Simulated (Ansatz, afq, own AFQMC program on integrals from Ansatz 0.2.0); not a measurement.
AFQMC, coupled cluster and functionals along a coordinate of GaSiH$_{2}$, quartet

```tsv
atom	x (Å)	y (Å)	z (Å)
Si	0.0000	0.0000	1.7384
Ga	0.0000	0.0000	-0.6618
H	0.0000	-1.4132	-1.3308
H	0.0000	1.4132	-1.3308
```

All coordinates are scaled about the centre. Energies in kJ/mol count from this geometry (1.000) at the same level; the start stands on UHF, each point on the determinant named.

Basis cc-pVDZ. Noble-gas cores (and the filled d shells of Ga–Kr and In–Xe) are frozen. Ansatz 0.2.0 and our own AFQMC program on the same integrals; the CISD trial comes from CCSD amplitudes, and released means the phaseless constraint is let go. Uncertainties: one standard error, sampling alone. No spin–orbit coupling.

Cautions, each for one point or more: higher spins were not checked; inner d shell frozen; lower spins were not checked; no relativity below Rb; no spin-orbit coupling; raised T1 diagnostic; strong correlation; unrestricted determinant spin contaminated; walk and cluster series may follow different spin states.

| scale of all distances | det. | T1 | weight | ⟨S²⟩ | B3LYP | r2SCAN | CCSD(T) |
| --- | --- | --- | --- | --- | --- | --- | --- |
| 1.116 | UHF | 0.030 | 0.87 | 3.76 | 43.7 | 56.0 | 41.6 |
| 1.311 | UHF | 0.043 | 0.83 | 3.85 | 210.2 | 242.2 | 222.4 |
| 1.515 | UHF¶ | 0.062 | 0.77 | 4.08 | 348.3 | 399.1 | 371.2 |

Problem. Estimate the curve of phaseless AFQMC with a CISD trial, counted from the same start.

Solution. 
```csv
scale of all distances,det.,T1,weight,⟨S²⟩,ph-AFQMC/CISD,released AFQMC,CCSDT(Q)
1.116,UHF,0.030,0.87,3.76,42.0 ± 1.4,41.3 ± 1.3*,40.7
1.311,UHF,0.043,0.83,3.85,225.8 ± 1.2,–,219.3
1.515,UHF¶,0.062,0.77,4.08,373.5 ± 1.4,370.9 ± 1.8*,367.4
```

Weight is that of the determinant in the CISD state; at the start T1 is 0.030 and the weight 0.88, and ⟨S²⟩ is 3.75. ¶ marks points with a poor determinant and no full CI, where no value is sure; they don't count among the departures. An asterisk marks released energies that aren't shown to be converged. A dash marks a missing value, a released energy that hasn't settled or a functional that sits on another state. Largest departures from phaseless AFQMC with a CISD trial: CCSD(T) -3.3 kJ/mol at 1.311 (on UHF), CCSDT(Q) -6.5 kJ/mol at 1.311 (on UHF), B3LYP -15.6 kJ/mol at 1.311, r2SCAN 16.4 kJ/mol at 1.311. The walk's constraint bias lies outside its error bars, so these are departures and not errors. Functionals count only at points shown to share the start's state and spin. In this small basis the wave-function levels are far from their limit, so their gap to the functionals isn't the functionals' error.

CCSDT and higher add their correlation energy to the determinant of the CCSD(T) run, since their own runs factorise the integrals more tightly (a shift of under 2 meV). A walk keeps the symmetry of its determinant, which the program's search chose and which needn't be the lowest solution, so a lower state of the same spin and another symmetry isn't excluded.
